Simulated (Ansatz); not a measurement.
fcc Ca, treated with r²SCAN-D4 in Ansatz (PAW).

Numerical settings: plane-wave cutoff 500 eV, 22×22×22 k mesh, Fermi–Dirac smearing 0.1 eV, scalar-relativistic PAW data made under PBE.

Computed at the level's own relaxed cell.

**Question.** Predict the equilibrium volume per atom and equilibrium lattice constant a.

**Answer.** 
equilibrium volume per atom: 42.66 Å³/atom
equilibrium lattice constant a: 5.547 Å

Measured, for comparison: equilibrium volume per atom 42.81 Å³/atom, lattice constant a 5.553 Å (low-temperature or extrapolated to 0 K; zero-point anharmonic expansion removed; as tabulated in Csonka et al. (2009), arXiv:0903.4037). Computed (rounded) less measured: equilibrium volume per atom -0.4 %, lattice constant a -0.1 %.

Note: a distance lies near a switch of the dispersion term, which can move the cell.

Computing time: very roughly 40 core-seconds.

Ansatz is a quantum-chemistry and plane-wave program.
